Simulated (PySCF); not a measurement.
# Trend along the third period: MNa cations

MP2 with double-zeta basis sets in PySCF, for the lowest determinant that a PBE0 search found; no spin–orbit coupling. De refers to high-spin ground-configuration atoms (the charge goes to the atom of lower measured ionisation energy or higher electron affinity, which is not always the lowest computed limit).

```
 M                basis  reference, frozen orbitals  charged atom  state (unpaired electrons)  Re (Å)  ωe (cm⁻¹)  De (eV)
Na           x2c-SVPall                      UHF, 2           Na+               doublet (σ ↑)   3.773        113     0.95
Mg              cc-pVDZ                      RHF, 2           Na+      singlet (closed shell)   3.301        145     0.52
Al  cc-pVDZ/cc-pV(D+d)Z                      UHF, 6           Na+               doublet (σ ↑)   3.437        136     0.84
Si              pcseg-1                      UHF, 6           Na+          triplet (σ ↑, π ↑)   3.289        126     0.37
 P             def2-SVP                      UHF, 6           Na+         quartet (σ ↑, π ↑↑)   3.169        118     0.24
 S             def2-SVP                      UHF, 6           Na+              triplet (π ↑↑)   2.947        165     0.58
Cl             def2-SVP                      UHF, 6           Na+               doublet (π ↑)   2.848        153     0.41
```

The shortest bond is that of NaCl⁺ (2.848 Å), the longest that of Na₂⁺ (3.773 Å).

The rows differ in basis set, which adds steps of its own.

The state changes along the series, so neighbouring rows are not always alike in their bonding.

Correlated steps freeze the inner cores (2 to 6 orbitals); shallow outer-core shells are correlated. Weak bonds: NaCl⁺, NaP⁺, NaSi⁺. Basis-set superposition, not corrected here, can be much of De in a small basis, most of all at correlated wavefunction levels. For an ion De counts to the pair picked by the measured ionisation energies or electron affinities, which need not be the lowest pair at this level. States were picked by a PBE0 search and need not be the measured ground states.
